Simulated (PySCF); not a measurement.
# Dipole moment and polarisability of 2,3-dihydrothiophene

Compound: 2,3-dihydrothiophene, C₄H₆S.
SMILES with atom numbers: `[CH:1]1=[CH:2][S:3][CH2:4][CH2:5]1` (hydrogens: H6 on C1; H7 on C2; H8, H9 on C4; H10, H11 on C5)

Structure used (GFN2-xTB), in Å, numbered top down from 1:
```
atom  x, y, z in Å
C1     1.052   -0.504    0.077
C2     1.308    0.579   -0.640
S3    -0.083    1.568   -1.015
C4    -1.172    0.523    0.033
C5    -0.388   -0.734    0.424
H6     1.801   -1.215    0.380
H7     2.258    0.911   -1.014
H8    -1.442    1.123    0.901
H9    -2.071    0.301   -0.537
H10   -0.756   -1.607   -0.124
H11   -0.504   -0.942    1.490
```

Level: CAM-B3LYP/def2-SVPD (PySCF), static field, nuclei fixed, core orbitals frozen in the response. The polarisability tensor in these axes (au):

```
x    65.20  -1.98  -2.18
y    -1.98  69.87 -12.45
z    -2.18 -12.45  57.42
```

Q: What are the eigenvalues, a third of the trace, and Δα (Δα² = ½Σ(αi − αj)² over the three pairs)?

A: Principal values 49.20, 65.70 and 77.58 au; mean 64.16 au = 9.51 Å³ = 10.58 × 10⁻⁴⁰ C²·m²/J; Δα = 24.69 au (38 % of the mean).

Q: What is the dipole moment, and where does it point?

A: (-0.25, -1.36, 1.02) D, 1.72 D in size, pointing from the negative to the positive side. Measured along this direction, the outermost atoms are S3 at the negative end and H11 at the positive end.

Q: Find the Langevin capture rate constant for NH4+ (18.034 u) meeting this molecule (86.019 u), k = 2.342 × 10⁻⁹ cm³/s × √(α in Å³ / reduced mass in u).

A: The reduced mass is 14.91 u, so k = 1.87 × 10⁻⁹ cm³/s. The formula leaves out the permanent dipole, which adds to the capture rate.

Q: Rayleigh depolarisation ratio (linearly polarised light, static tensor)?

A: ρ = 3Δα²/(45ᾱ² + 4Δα²) = 1829.2/(185258 + 2438.9) = 0.00975.

Q: What are the principal values of the traceless quadrupole moment, Θ = ½Σq(3rr − r²1), about the centre of nuclear charge?

A: -3.46, -2.03, 5.49 D·Å. The values depend on the origin, since the dipole doesn't vanish. The electronic extent ⟨r²⟩ about the same centre is 457 bohr², a root-mean-square distance of 1.67 Å for the 46 electrons.

One conformer (not necessarily the lowest) at the GFN2-xTB geometry, without solvent, vibrations or thermal averaging.

These values come from a run that also computed excited states. Time: 15 s. Hardware: an Arm Neoverse V1 with one thread (shared host).
